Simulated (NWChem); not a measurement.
System: C$_{3}$H$_{8}$ anion, doublet; SMILES of the neutral closed-shell parent CCC

Here is an NWChem input.

```
start job
memory heap 200 mb stack 900 mb global 1100 mb
charge -1
geometry units angstroms
  C     -1.293367     0.000000     0.260450
  C      0.000000     0.000000    -0.561068
  C      1.293367     0.000000     0.260450
  H     -2.183157     0.000000    -0.404929
  H     -1.354851    -0.890718     0.909154
  H     -1.354851     0.890718     0.909154
  H      0.000000     0.881912    -1.226966
  H      0.000000    -0.881912    -1.226966
  H      2.183157     0.000000    -0.404929
  H      1.354851     0.890718     0.909154
  H      1.354851    -0.890718     0.909154
end
basis spherical
  C library def2-svp
  H library def2-svp
end
dft
  odft
  mult 2
  xc slater vwn_5
  iterations 150
end
driver
  maxiter 120
end
task dft optimize
```

In the optimisation the excess spin sits in a1 (C2v, its own frame). Sets without diffuse functions describe the anion's extra electron poorly. This spin state was assumed; another may lie lower. No stability test was run on the SCF state. The highest occupied level is positive, so the extra electron may be held by the finite basis.

The level has its own optimisation. Brackets give each atom's bonded neighbours.

What results follow from this input? (LDA (Slater exchange, VWN5)/def2-SVP, spin-unrestricted.) Quantities: r C–C (Å); r C–H [C(CCHH)–H(C)] (Å).


| Property | Value |
|---|---|
| r C–C (Å) | 1.514 |
| r C–H [C(CCHH)–H(C)] (Å) | 1.128 |
